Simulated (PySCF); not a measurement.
C5H7N.
Atom-mapped SMILES: `[CH3:1][C@@H:2]1[CH2:3][C@H:4]1[C:5]#[N:6]` (hydrogens: H7, H8, H9 on C1; H10 on C2; H11, H12 on C3; H13 on C4)

The closed-shell ground state was solved at several levels (PySCF, density fitting, gas phase, non-relativistic). Geometry: PBE0-D3(BJ)/def2-SVP; no solvent, vibrations or thermal averaging.

```
          level  basis functions  total energy (Eh)  HOMO (eV)  LUMO (eV)  gap (eV)  dipole (D)
BHandHLYP/pcJ-1              232          -249.3022      -9.47       1.59     11.06        4.63
B3LYP/def2-TZVP              228          -249.5516      -8.09       0.29      8.38        4.58
      KT2/pcJ-1              232          -253.8708      -7.07      -0.41      6.66        4.45
    B97-2/pcJ-1              232          -249.3781      -8.08       0.59      8.67        4.55
      PBE/pcJ-1              232          -249.1435      -7.07      -0.39      6.68        4.46
```

Question: Estimate the row for HF/pcJ-1, a basis of 232 functions; the other rows only guide the guess.

Answer: Total energy -247.8264 Eh, HOMO -11.21 eV, LUMO 3.90 eV, gap 15.11 eV, dipole 4.79 D.

Question: Over all these levels, which gives the widest orbital gap and which the narrowest?

Answer: HF/pcJ-1 (Hartree–Fock, all exact exchange) has the widest, 15.11 eV, and KT2/pcJ-1 (GGA) the narrowest, 6.66 eV. The two share the basis. From the narrowest to the widest the HOMO moves by -4.14 eV and the LUMO by +4.31 eV.

Question: In the pcJ-1 basis, how does the gap go with the fixed share of exact exchange?

Answer: KT2 (0 %) 6.66 eV; PBE (0 %) 6.68 eV; B97-2 (21 %) 8.67 eV; BHandHLYP (50 %) 11.06 eV; HF (100 %) 15.11 eV. Each rise in the share widens the gap here.

Question: How far do the dipole and the HOMO energy spread over the levels?

Answer: The dipole runs from 4.45 to 4.79 D (mean 4.58 D) and the HOMO from -11.21 to -7.07 eV.
